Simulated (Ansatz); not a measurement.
## Zr2Ir: a prediction, then the measurements

Theory: DFT PBEsol, scalar-relativistic, plane waves, PAW in Ansatz.

Settings: cutoff 420 eV, Γ-centred mesh 8×8×8 on the computed 6-atom cell, Gaussian smearing of 0.10 eV; no spin polarisation.

Relaxed structure, symmetry kept:

```cif
data_structure
_symmetry_space_group_name_H-M 'I4/mcm'
_symmetry_Int_Tables_number 140
_cell_length_a 6.4613
_cell_length_b 6.4613
_cell_length_c 5.6493
_cell_angle_alpha 90.000
_cell_angle_beta 90.000
_cell_angle_gamma 90.000
_cell_volume 235.85
loop_
_atom_site_label
_atom_site_type_symbol
_atom_site_symmetry_multiplicity
_atom_site_Wyckoff_symbol
_atom_site_fract_x
_atom_site_fract_y
_atom_site_fract_z
_atom_site_occupancy
Zr1 Zr 8 h 0.16915 0.66915 0.00000 1
Ir1 Ir 4 a 0.00000 0.00000 0.75000 1
```

- Space group: I4/mcm (No. 140)
- Volume per atom: 19.65 Å³
- Formation energy from the elements' standard states (uncorrected): -0.663 eV/atom
- Kohn–Sham band gap: none (metal)
- Density of states at the Fermi level: 7.30 states/eV per cell
- Löwdin character within 0.5 eV of the Fermi level: Zr 4d 75 %, Ir 5d 12 %, unprojected 6 %
- Bulk modulus: 140 GPa
- Its pressure derivative: 4.3
- Bader charges (e): Zr (4 in the cell) 1.01, Ir (2 in the cell) -2.02

Spin-orbit coupling is left out, which matters for the bands of heavy elements.

**The experiment to reproduce.**

“Superconducting ground state of nonsymmorphic superconducting compound Zr2Ir”, 2021, arxiv:2106.00268 reports, for a bulk crystal of Zr2Ir at 300 K: lattice constant c 5.66 ± 0.01 Å.

Against the measured lattice constant c of Zr2Ir, 5.66 Å (300 K; the paper above), the calculated 5.649 Å is off by -0.2 %. The measured value has few digits, which limits the comparison. The calculation is for 0 K without zero-point motion.

Cost: 9 runs of about 17 core-minutes in all, on Arm Neoverse V1 (shared hosts).